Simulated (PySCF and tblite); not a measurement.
The numbers below are computed, except where a source is named.
C5H11N, numbered as in [CH3:1][C@@H:2]1[CH2:3][CH2:4][NH:5][CH2:6]1. The same 3 conformers on PBE0-D3(BJ)/def2-SVP geometries, with only the basis set of the single-point energies changed (functional PBE0, solvent none (gas phase), D3(BJ) where defined; PySCF).

The 5-ring runs over atoms 2–3–4–5–6.

```tsv
conformer	shape	symmetry	dipole D
1	5-ring between envelope and twist (ring torsions -18, 41, -47, 33, -9°)	C1	0.76
2	5-ring between envelope and twist (ring torsions 21, -43, 47, -32, 7°)	C1	0.93
3	5-ring between envelope and twist (ring torsions -6, 28, -39, 35, -16°)	C1	1.35
```

Energies (kcal/mol) above conformer 1 and its weight at 298.15 K (thermal terms from GFN2-xTB):

| basis set | E(2) − E(1) | E(3) − E(1) | weight of 1 (%) |
| --- | --- | --- | --- |
| def2-TZVP | 0.15 | 0.11 | 51 |
| 6-31G* | 0.07 | -0.18 | 44 |
| def2-SVP | 0.09 | 0.19 | 50 |
| pcseg-1 | -0.06 | 0.16 | 45 |
| 6-311G** | -0.04 | -0.07 | 43 |
| def2-SVPD | ? | ? | ? |

Problem. What does def2-SVPD give?

Solution. E(2) − E(1) = 0.20 kcal/mol, E(3) − E(1) = 0.33 kcal/mol, weight of conformer 1 55 %.

Problem. How much does the choice of basis set matter?

Solution. The widest range is that of E(3) − E(1), which runs from -0.18 (6-31G*) to 0.33 kcal/mol (def2-SVPD), a spread of 0.51, against RT = 0.59.
